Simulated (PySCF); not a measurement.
Si(CN)H3, CH₃NSi.
Geometry (PBE0-D3(BJ)/def2-SVP, Å), atoms numbered from 1 in this order:
```xyz
6
CH3NSi angstrom
Si    -0.0055    0.0053   -0.5867
C      0.0095   -0.0107    1.2713
N      0.0230   -0.0217    2.4306
H      1.4077    0.0165   -1.0492
H     -0.7237    1.2323   -1.0225
H     -0.7110   -1.2215   -1.0435
```

The closed-shell ground state was solved at several levels (PySCF, density fitting, gas phase, non-relativistic).

| level | basis functions | total energy (Eh) | HOMO (eV) | LUMO (eV) | gap (eV) | dipole (D) |
| --- | --- | --- | --- | --- | --- | --- |
| wB97X-D/def2-SVPD | 88 | -383.9337 | -11.78 | 1.14 | 12.92 | 3.58 |
| PBE0/pcSseg-1 | 73 | -383.8738 | -9.84 | -0.56 | 9.28 | 3.53 |

Task: Estimate the row for B3LYP/pcSseg-1, a basis of 73 functions; the other rows only guide the guess.

Result: Total energy -384.1426 Eh, HOMO -9.57 eV, LUMO -0.77 eV, gap 8.80 eV, dipole 3.52 D.

Task: Over all these levels, which gives the widest orbital gap and which the narrowest?

Result: wB97X-D/def2-SVPD (range-separated hybrid) has the widest, 12.92 eV, and B3LYP/pcSseg-1 (global hybrid, 20 % exact exchange) the narrowest, 8.80 eV. Functional and basis both differ between the two, so the spread mixes both effects.

Task: How far do the dipole and the HOMO energy spread over the levels?

Result: The dipole runs from 3.52 to 3.58 D (mean 3.54 D) and the HOMO from -11.78 to -9.57 eV.

Note: wB97X-D ran without an empirical dispersion term, which enters the total energy and its gradient alone.
